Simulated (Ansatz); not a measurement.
A nudged elastic band was laid between two geometries of C3H7ClO (12 atoms, charge 0, multiplicity 1).

Computed with UKS B3LYP-D4/STO-3G (Ansatz 0.2.0).

* movable images: 7
* climbing image: yes
* spring: 5.0 eV/Å²
* optimiser: quadratic models (default)
* start path: through a guess of the saddle point
* force threshold: 0.05 eV/Å
* iteration limit: 60
* end points: relaxed

Image 0:

```xyz
12
Properties=species:S:1:pos:R:3
C -1.609 0.944 -0.436
O -0.891 -0.251 0.057
C 0.516 0.009 0.047
C 1.266 -1.322 0.338
Cl 1.016 1.286 1.382
H -1.304 1.204 -1.472
H -1.426 1.816 0.225
H -2.684 0.686 -0.422
H 0.866 0.493 -0.897
H 1.055 -2.042 -0.469
H 0.925 -1.742 1.295
H 2.349 -1.136 0.386
```

Image 8:

```xyz
12
Properties=species:S:1:pos:R:3
C -1.921 1.286 -0.702
O -1.297 0.046 -0.459
C 0.826 0.017 -0.022
C 1.267 -1.386 0.401
Cl 0.937 1.275 1.305
H -1.646 1.688 -1.690
H -1.958 2.003 0.137
H -1.529 -0.162 0.517
H 1.273 0.420 -0.949
H 1.050 -2.088 -0.421
H 0.726 -1.719 1.301
H 2.350 -1.436 0.617
```

(1) What changes between the two ends?

(2) Give the energies along the band, and the barrier.

(3) What is the geometry of the highest image?

Answers

(1) Bonds broken: C1–H8, O2–C3. Bonds formed: O2–H8. C3H7ClO becomes C2H4Cl + CH3O.

(2) It converged. The highest image is number 6 of 0 to 8, 491.9 kJ/mol above the first end and 42.8 kJ/mol above the last; the last end lies 449.1 kJ/mol above the first. The profile has 2 maxima (images 2, 6) with wells between them (image 3): this band takes more than one step, which may be the mechanism or a detour left from its start path. Neighbouring images differ by up to 3.2 eV, so the band resolves the path poorly. A vibrational analysis at the climbing image gives one clearly imaginary mode, 902i cm⁻¹: a first-order saddle point. The orbitals stay closed-shell, which can raise the energy where a bond breaks towards radicals; this wasn't checked here. Limits of this set-up: minimal basis.

```tsv
image	path coordinate (Å)	energy (kJ/mol)	C1–H8 (Å)	O2–C3 (Å)	O2–H8 (Å)
0	0.00	0.0	1.11	1.43	2.08
1	0.83	4.5	1.11	1.43	2.09
2	1.66	10.1	1.11	1.43	2.12
3	2.50	8.0	1.11	1.43	2.15
4	3.33	10.7	1.11	1.43	2.10
5	4.16	181.9	1.15	1.42	1.64
6	4.99	491.9	1.77	1.47	1.04
7	6.21	451.7	1.93	2.15	1.02
8	7.43	449.1	1.93	2.17	1.02
```

(3) 
```xyz
12
Properties=species:S:1:pos:R:3
C -1.784 1.381 -0.454
O -0.869 -0.057 -0.341
C 0.533 0.066 0.095
C 1.154 -1.342 0.316
Cl 0.657 1.060 1.680
H -2.161 1.189 -1.504
H -0.943 2.109 -0.658
H -1.486 -0.087 0.498
H 1.057 0.655 -0.691
H 1.085 -1.919 -0.620
H 0.621 -1.877 1.116
H 2.212 -1.233 0.598
```

Time of the run: 13 min on 1 thread of Arm Neoverse V1, with other jobs on the host, peak memory 0.15 GiB.
